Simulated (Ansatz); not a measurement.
Relaxation of the cluster B3H6 (charge 0, doublet) with UKS PBE-D4/def2-TZVP in Ansatz.

Positions (Å) and forces (eV/Å) at steps 38, 39 of 39:

```xyz
9
step=38 energy=-2121.0652 eV rejected
B    -0.103   -0.534    0.643   -0.019   -0.034    0.035
B    -0.046    1.064   -0.038   -0.020   -0.012   -0.032
B     0.221   -0.179   -1.027    0.018    0.016    0.022
H     0.234   -1.343   -0.569   -0.065   -0.013    0.003
H    -1.178   -1.019    0.929    0.030    0.005    0.004
H    -0.328    0.852    1.161    0.061   -0.006    0.042
H     0.806   -0.885    1.364   -0.020   -0.001   -0.005
H    -0.017    2.227   -0.267   -0.042    0.026   -0.030
H     0.410   -0.182   -2.196    0.056    0.019   -0.039
9
step=39 energy=-2121.0707 eV
B    -0.104   -0.536    0.645    0.001    0.002    0.003
B    -0.048    1.063   -0.039   -0.003    0.004    0.002
B     0.222   -0.179   -1.026    0.003   -0.006   -0.007
H     0.193   -1.347   -0.577    0.001    0.001    0.001
H    -1.179   -1.007    0.943   -0.004   -0.002    0.002
H    -0.287    0.854    1.172    0.000    0.001    0.000
H     0.807   -0.901    1.356    0.002   -0.002   -0.002
H    -0.064    2.224   -0.285    0.001    0.000    0.000
H     0.460   -0.172   -2.189    0.000    0.002    0.002
```

The relaxation made no stability test and no search for a lower SCF solution. The structure comes from a short search, and lower isomers may exist.
